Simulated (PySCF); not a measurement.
Structure with atom numbers: `[CH2:1]=[CH:2][N:3]=[C:4]=[O:5]`. Each H is labelled by its parent atom. Ha(C1) is cis to N3; Hb(C1) is trans to N3.

Geometry: PBE0-D3(BJ)/def2-TZVP; GIAO shifts from PySCF, gas phase, non-relativistic, averaged over equivalent atoms.

At PBE0/pcSseg-2 (222 basis functions, 9.5 s wall time on 1 thread of an AMD EPYC 9R45 96-Core, shared host):
```tsv
atoms	δ (ppm)
C2	138.3
C4	134.5
C1	122.9
N3	65.8
O5	171.6
H(C2)	5.71
Hb(C1)	5.39
Ha(C1)	5.36
```

Chemical shifts δ = σref − σ; TMS for 13C (σref 186.03), 1H (σref 31.52); 15N (σref 263.78) against NH3; 17O (σref 329.54) against H2O, all at this level.

Question: Estimate the result of repeating the calculation with wB97X-D/pcSseg-2.

Answer: 
```
 atoms  δ at wB97X-D/pcSseg-2  change
    C2                  140.3    +2.0
    C4                  136.2    +1.7
    C1                  123.6    +0.7
    N3                   60.4    -5.4
    O5                  166.6    -5.0
 H(C2)                   5.73   +0.02
Hb(C1)                   5.39   +0.00
Ha(C1)                   5.37   +0.01
```

Scale: 13C (σ = 186.29 ppm), 1H (σ = 31.63 ppm) vs TMS; NH3 for 15N (σ = 262.16 ppm); H2O for 17O (σ = 328.24 ppm) (reference shieldings calculated alike).

The largest change is at N3 (heterocumulene nitrogen). Cost: 222 basis functions, 11 s wall time on 1 thread of an AMD EPYC 9R45 96-Core, shared host. The order of the carbon signals is the same at both levels.

Experimental scales use liquid or dissolved standards, which lie at an offset from isolated NH3 (liquid NH3: subtract about 20 ppm) and H2O (liquid H2O: subtract about 36 ppm).
